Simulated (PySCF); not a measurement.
## One elementary step

Start structure (CH$_{5}$Al, singlet), relaxed at PBE0-D4/def2-TZVP:

Al1  (-1.904, -1.514, 0.047)
H2  (0.162, 0.230, -0.601)
H3  (-1.682, -1.059, -1.541)
C4  (0.712, 0.511, 0.301)
H5  (1.145, -0.372, 0.772)
H6  (0.050, 1.010, 1.009)
H7  (1.512, 1.194, 0.013)
(Å)

The step: AlH + CH₄ → CH₃Al ([CH3][Al]) + H₂; bonds formed: Al1–C4, H2–H3; bonds broken: Al1–H3, H2–C4. Program: PySCF 2.14 with density fitting (its default auxiliary sets; JK sets also for MP2 and CCSD(T)). Basis: def2-TZVPP and def2-QZVPP. Cores are frozen in the correlated methods. Extrapolation: Hartree–Fock as exp(−7.88 √X), correlation as X^−2.97. Energies below are by CCSD(T) at an estimated basis limit (MP2 extrapolated from triple and quadruple zeta, plus CCSD(T) − MP2 in triple zeta).

(1) What are the electronic barrier and the energy of the step, from the start structure to the end structure? (An estimate is asked for; the value comes from the calculation.)

The T1 diagnostic stays at or below 0.013. The restricted Hartree–Fock reference is unstable towards an unrestricted one at one or more of these structures.

Results:

(1) Computed: Barrier 1.313 eV; step energy 0.197 eV (uphill); reverse barrier, their difference, 1.117 eV. Barrier and step energy count from the start structure, the reverse barrier from the end structure.

The saddle point: One imaginary mode of 1248i cm⁻¹.
| pair | start (Å) | saddle (Å) | end (Å) |
| --- | --- | --- | --- |
| Al1–C4 | 3.32 | 2.24 | 1.99 |
| H2–H3 | 2.44 | 1.03 | 0.75 |
| Al1–H3 | 1.67 | 1.82 | 3.30 |
| H2–C4 | 1.09 | 1.49 | 3.76 |

Zero-point energy (harmonic, PBE0-D4): ZPE is 1.359 eV at the start and 1.293 eV at the saddle, so the barrier goes from 1.313 to 1.247 eV.

Labels in which every atom is bracketed show which atoms are joined, not bond orders.

For scale, one of the runs: CCSD(T)/def2-TZVPP, 143 basis functions, launched by `OMP_NUM_THREADS=4 python run.py`. Hardware: 4 CPU threads of a Oxide Virtual Turin-like, shared host. Wall time 43 s; peak host memory 0.61 GiB.
